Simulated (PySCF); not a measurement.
## Ne: ionisation energy

Ne [Ne] (1S) → Ne+ [He] 2s2 2p5 (2P), as a difference of total energies. All numbers are calculated (PySCF 2.14, the non-relativistic Hamiltonian (point nucleus), in def2-TZVPPD). Correlated levels: valence and next inner shell: nothing frozen. The calculations carry no spin-orbit coupling.

```tsv
method	ionisation energy (eV)	plus first-order spin-orbit estimate	error of that sum (eV)
UHF	19.677	19.644	-1.921
MP2 (valence and next inner shell)	21.592	21.559	-0.006
SCS-MP2 (valence and next inner shell)	21.437	21.404	-0.161
CCSD (valence and next inner shell)	21.325	21.292	-0.273
CCSD(T) (valence and next inner shell)	21.382	21.349	-0.216
```

Reference: 21.565 eV (measured; NIST Atomic Spectra Database, ionization energies).

A first-order spin-orbit estimate (lowest level to lowest level, LS coupling) adds -0.033 eV.

Errors of the correlated levels include the incompleteness of this basis.
